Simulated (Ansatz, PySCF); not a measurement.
Reaction (SMILES): [CH]=O -> [CH-]=O (an electron is taken up)
Each molecule is optimised on its own at B3LYP-D3(BJ)/def2-TZVP (Ansatz, a quantum-chemistry and plane-wave program).

Wanted: adiabatic electron affinity (electronic energy difference), positive where the reaction releases energy, in eV. Correlated levels leave the core frozen unless marked. UHF or UKS for open shells. No spin-orbit coupling. Non-relativistic. Anions need diffuse functions: aug- sets have them; def2-D sets add few. Basis-set limits of correlation are two-point, X^-3; Hartree-Fock from the larger set.

| level | program | adiabatic electron affinity (eV) |
|---|---|---|
| HF-D3(BJ)/def2-TZVPD | PySCF + dftd3 | ___ |
| revPBE-D4/def2-TZVPD | Ansatz + dftd4 | 0.17 |
| BP86-D4/def2-TZVPD | PySCF + dftd4 | 0.31 |
| BHLYP-D4/def2-TZVPD | Ansatz + dftd4 | -0.03 |
| CAM-B3LYP/def2-TZVPD | Ansatz | ___ |
| CCSD(T)/CBS(aug-cc-pVTZ,aug-cc-pVQZ) | Ansatz | ___ |

**Question.** What belongs in the gaps?

**Answer.** 
- HF-D3(BJ)/def2-TZVPD, adiabatic electron affinity (eV): -0.94
- CAM-B3LYP/def2-TZVPD, adiabatic electron affinity (eV): 0.16
- CCSD(T)/CBS(aug-cc-pVTZ,aug-cc-pVQZ), adiabatic electron affinity (eV): 0.24
